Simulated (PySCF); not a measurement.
## Structure from 2D NMR

Compound of formula C3H5F2N. Correlations simulated from computed shifts and couplings:

HSQC (one-bond C–H):
| δH | δC | 1J(C,H) (Hz) |
| --- | --- | --- |
| 7.71 | 173.3 | 182 |
| 5.66 | 117.3 | 189 |
| 2.35 | 51.8 | 134 |

COSY cross peaks (|J| ≥ 2 Hz):
| δH | δH | abs. J (Hz) | bonds |
| --- | --- | --- | --- |
| 7.71 | 2.35 | 6.2 | 3 |
| 5.66 | 2.35 | 4.6 | 3 |

HMBC (two and three bonds, |J| ≥ 2.5 Hz):
| δH | δC [abs. J in Hz] |
| --- | --- |
| 7.71 | 51.8 [16.4] |
| 5.66 | 51.8 [7.3] |
| 2.35 | 173.3 [5.8], 117.3 [6.2] |

- geometry from PBE0-D3(BJ)/def2-SVP
- J: B3LYP/pcJ-1 (spin–dipole term only in couplings to heteroatoms)
- GIAO PBE0/pcSseg-1 shieldings
- program: PySCF 2.14
- one averaged value for each set of equivalent atoms, no solvent model, one conformer, no relativistic terms

Chemical shifts δ = σref − σ; TMS for 1H (σref 31.27), 13C (σref 184.41), all at this level.

Exchangeable hydrogens are left out of these lists, and C,H couplings along chains are those of one rotamer, so weak HMBC peaks may be missing or extra.

Work out the connectivity.

## Answers

`FC(C/C=N\[H])F`.

Structure with atom numbers: `[H]/[N:1]=[CH:2]\[CH2:3][CH:4]([F:5])[F:6]`; H(Xn) means a hydrogen on atom n.

- δC 173.3 is C2, a C=N carbon (δH 7.71).
- δC 117.3 is C4, an sp3 CH bonded to 2 F (δH 5.66).
- δC 51.8 is C3, an sp3 CH2 (δH 2.35).
- COSY links 7.71–2.35, 5.66–2.35.

This is the structure that produced the data.

OH/NH shifts are gas-phase values; hydrogen bonding in solution moves them, usually downfield. Common functionals overestimate the size of one-bond C–F couplings by tens of Hz; these are unscaled. Unscaled 3J(H,H) at this level run about 10 % above measured values. Shifts are as computed. Against solution values, carbons near 30 ppm lie about +2 ppm off and those near 130 ppm about +5 ppm. Of 1211 compounds with measured shifts, 218 miss one by over three times the rms of a fit or turn the order of signals round; such compounds aren't used in these exercises. Couplings across =CH–CH2 type bonds come from one rotamer and its mirror image, and can be 1–2 Hz further off. Chain 3J(H,H) values assume equally populated staggered rotamers: (2 J gauche + J anti)/3. 3J across rotatable bonds or in flexible rings reflects this conformer alone.
